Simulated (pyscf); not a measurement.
Single points on ωB97X-D3(BJ)/def2-SVP structures (PySCF, gas phase). MP2 and CC: frozen core, UHF for open shells. ΔMP2 is the change of the MP2 total energy from the triple- to the quadruple-zeta basis.

SMILES: O=C[O][Ag]
```xyz
5

O      0.4824    -0.3190     0.9047
C     -0.6600    -0.3808     0.5254
O     -1.0353    -0.5920    -0.7099
Ag    -2.9965    -0.6990    -1.2941
H     -1.5094    -0.2523     1.2577
```
Charge 0, spin multiplicity 1.

Problem. What is the homolytic dissociation enthalpy (298 K, CCSD(T)/def2-TZVPP + ΔMP2(QZVPP)) of the C–O bond of O=CH–O–Ag, to •HC=O + [O–Ag]•?

Solution. C–O to •HC=O + [O–Ag]•: 109.8 kcal/mol. The radicals are drawn with the spin at the cut bond; how far it spreads was not checked. The CCSD(T) − MP2 part came from Ansatz, without density fitting, on the same reference. The frozen core leaves the outer d or s,p core shells of the metals and heavy elements correlated in the MP2 and CC values, and def2-TZVPP describes them poorly, which can shift differences by a few kcal/mol. The term symbol of open-shell •O–Ag was not checked; spin-orbit terms are left out. Open-shell species with a d-block atom are single-reference here; other states, and whether the spin sits on metal or ligand, were not checked. Elements past Kr carry the def2 core potentials, without spin-orbit coupling.
